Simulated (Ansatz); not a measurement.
# Active spaces for C2H4O, singlet

Computed with Ansatz's Gaussian-basis code (development build). Basis cc-pVDZ, nonrelativistic, 3 orbitals frozen in the corrections. State-specific CASSCF; RHF is the lowest restricted (open-shell) Hartree–Fock solution met. Single-reference values can break down or jump between states where bonds are stretched. No symmetry is imposed, so a solution can break that of the shape. Lower solutions, or ones in other orbitals, may exist.

Geometry:

```xyz
7

C     0.0000   -0.2910   -1.1399
O     0.0000    0.5836    0.0000
C     0.0000   -0.2910    1.1399
H     0.9196   -0.2941   -1.7201
H    -0.9196   -0.2941   -1.7201
H    -0.9196   -0.2941    1.7201
H     0.9196   -0.2941    1.7201
```

Question: What do CASSCF and its corrections give against RHF in CAS(4,3), and what are the occupations?

Answer: CASSCF -2.701 eV, SC-NEVPT2 -14.120 eV; occupations 2.00, 1.38, 0.62.

Question: How do single-reference totals in the same basis and frozen core stand against SC-NEVPT2 in CAS(4,3)?

Answer: CCSD(T) -1.297 eV, CCSDT -1.338 eV. Coupled cluster stands on the determinant that it favours, which can lie over the RHF solution above, and is in doubt where the occupations are far from 0, 1 and 2.

Question: Roughly how much CPU time does a whole run from the default start take (median of such runs, summed over threads; nearly all runs on one pinned thread of a shared server, mostly Xeon at 2.3 to 2.6 GHz, by a development driver)?

Answer: CAS(4,3): about 3.6 s. Other jobs ran beside these, and the count of passes differs.
